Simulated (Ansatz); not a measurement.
**[SiH3]+ (SMILES [SiH3+]) at wB97M-V/aug-cc-pVTZ**

Aim: the vertical ionisation energy of [SiH3]+ at wB97M-V/aug-cc-pVTZ, from 2 runs. 

Program for the calculation: Ansatz 0.2.0.

1 further run of the same task is left out (it didn't finish).

## Step 1: Starting point

[SiH3]+ has 4 atoms, charge +1, and is taken as a singlet. As SMILES, `[SiH3+]`. The shape is that of a PBE0-D4/def2-TZVP optimisation.

Bond lengths: Si1–H2 1.472 Å, Si1–H3 1.472 Å, Si1–H4 1.472 Å. Angles: H2–Si1–H3 120.0°, H2–Si1–H4 120.0°, H3–Si1–H4 120.0°.

## Step 2: The energy at wB97M-V/aug-cc-pVTZ

File job.yaml:

```yaml
crystal:
  periodic: [false, false, false]
  atoms:
    - {symbol: Si, position_ang: [-0.000000, -0.000000, 0.000000]}
    - {symbol: H, position_ang: [0.686900, 0.675400, 1.113000]}
    - {symbol: H, position_ang: [-0.118400, -1.467200, -0.009900]}
    - {symbol: H, position_ang: [-0.568500, 0.791700, -1.103100]}
basis:
  gaussian:
    orbitals: aug-cc-pVTZ
output: {orbitals: {seedname: orbitals}}
hamiltonian:
  xc: {name: wB97M-V}
accuracy: high
total_charge: 1
```

Launch:

```console
$ ansatz run job.yaml --threads 1 --pin off --max-ram 3480MiB --events-out events.jsonl --progress --plain --runs-dir runs
```

What it wrote:

```text
Warning: RAYON_NUM_THREADS=1 ignored (pool sized by the plan → 1); use --threads N
Functional definition: wB97M-V
  name "wB97M-V"
  parameter omega = 0.3/bohr
  parameter cx = 0.15
  parameter cx01 = 1.007
  parameter cx10 = 0.259
  parameter css00 = 0.443
  parameter css04 = -1.437
  parameter css10 = -4.535
  parameter css20 = -3.390
  parameter css43 = 4.278
  parameter cos00 = 1.000
  parameter cos10 = 1.358
  parameter cos20 = 2.924
  parameter cos21 = -8.812
  parameter cos60 = -1.390
  parameter cos61 = 9.142
  parameter b = 6.0
  parameter c = 0.01
  gx(w, u) = 1 - cx + cx01*u + cx10*w
  gss(w, u) = css00 + css04*u^4 + css10*w + css20*w^2 + css43*w^4*u^3
  gos(w, u) = cos00 + cos10*w + (cos20 + cos21*u)*w^2 + (cos60 + cos61*u)*w^6
  exchange = spin_sum(e_x_unif_sr(omega)*gx(b97_w, b97_u_x)) + cx*exact_x_sr(omega) + exact_x_lr(omega)
  correlation = spin_sum(e_c_pw_mod_same_spin*gss(b97_w, b97_u_same))
      + integral(e_c_pw_mod_opposite_spin*gos(b97_w_opposite, b97_u_opposite)) + vv10(b, c)
1784 factors; integrals over basis functions are off by at most 3.7e-9 eV
414 factors; integrals over basis functions are off by at most 1.9e-9 eV
mean field evaluation 1: about -7915.8394 eV, gradient 7.9e0 eV
mean field evaluation 2: about -7916.0012 eV, gradient 1.1e0 eV
mean field evaluation 4: about -7916.0050 eV, gradient 1.1e0 eV
mean field evaluation 8: about -7916.0090 eV, gradient 4.8e-3 eV
mean field evaluation 16: about -7916.0090 eV, gradient 1.3e-7 eV
mean field -7916.00898317 eV, -290.9079644679 hartree, gradient 1.8e-8 eV, S^2 0.000000; 0 other end points of the search recorded, 0 dependent functions left out
reference -7916.00898722 eV, -290.9079646167 hartree; 8, 8 occupied and 111, 111 virtual orbitals, 1784 factors
Total energy: -7916.00898722 eV, -290.9079646167 hartree
```

Run time: 27 s. Hardware: 1 thread of Arm Neoverse V1, shared host; peak memory 0.46 GiB.

## Step 3: Doublet [SiH3]2+ at the same level

File run.yaml:

```yaml
crystal:
  periodic: [false, false, false]
  atoms:
    - {symbol: Si, position_ang: [-0.000000, -0.000000, 0.000000]}
    - {symbol: H, position_ang: [0.686900, 0.675400, 1.113000]}
    - {symbol: H, position_ang: [-0.118400, -1.467200, -0.009900]}
    - {symbol: H, position_ang: [-0.568500, 0.791700, -1.103100]}
basis:
  gaussian:
    orbitals: aug-cc-pVTZ
total_charge: 2
magnetization:
  spin_polarized: true
  initial_magnetization: 1
hamiltonian:
  xc: {name: wB97M-V}
accuracy: high
output: {orbitals: {seedname: orbitals}}
```

Launch:

```console
$ ansatz run run.yaml --threads 1 --pin off --max-ram 3480MiB --events-out events.jsonl --progress --plain --runs-dir runs
```

What it wrote, cut to the lines that bear on the results:

```text
Warning: RAYON_NUM_THREADS=1 ignored (pool sized by the plan → 1); use --threads N
[... 2 set-up lines as earlier in the session ...]
[...]
  gx(w, u) = 1 - cx + cx01*u + cx10*w
  gss(w, u) = css00 + css04*u^4 + css10*w + css20*w^2 + css43*w^4*u^3
  gos(w, u) = cos00 + cos10*w + (cos20 + cos21*u)*w^2 + (cos60 + cos61*u)*w^6
[...]
      + integral(e_c_pw_mod_opposite_spin*gos(b97_w_opposite, b97_u_opposite)) + vv10(b, c)
1784 factors; integrals over basis functions are off by at most 3.7e-9 eV
414 factors; integrals over basis functions are off by at most 1.9e-9 eV
[...]
mean field -7895.19818541 eV, -290.1431817561 hartree, gradient 7.5e-8 eV, S^2 0.756218; 2 other end points of the search recorded, 0 dependent functions left out
reference -7895.19818901 eV, -290.1431818887 hartree; 8, 7 occupied and 111, 112 virtual orbitals, 1784 factors
Total energy: -7895.19818901 eV, -290.1431818887 hartree
```

Run time: 1.9 min. Hardware: 1 thread of Arm Neoverse V1, shared host; peak memory 0.69 GiB.

## Step 4: Results

Level: wB97M-V/aug-cc-pVTZ.

```
                                            quantity          value
                       singlet [SiH3]+: total energy  -290.90796 Eh
                        singlet [SiH3]+: HOMO energy      -19.95 eV
                        singlet [SiH3]+: LUMO energy       -8.18 eV
                      singlet [SiH3]+: HOMO–LUMO gap       11.77 eV
                      doublet [SiH3]2+: total energy  -290.14318 Eh
doublet [SiH3]2+: HOMO energy (highest over α and β)      -27.70 eV
 doublet [SiH3]2+: LUMO energy (lowest over α and β)      -21.64 eV
                              doublet [SiH3]2+: ⟨S²⟩          0.756
vertical ionisation energy (to the doublet dication)      20.811 eV
```

In words: Removing an electron at fixed nuclei costs 20.81 eV (480 kcal/mol). −ε(HOMO) before ionisation, 19.95 eV, is 0.86 eV below this ionisation energy.
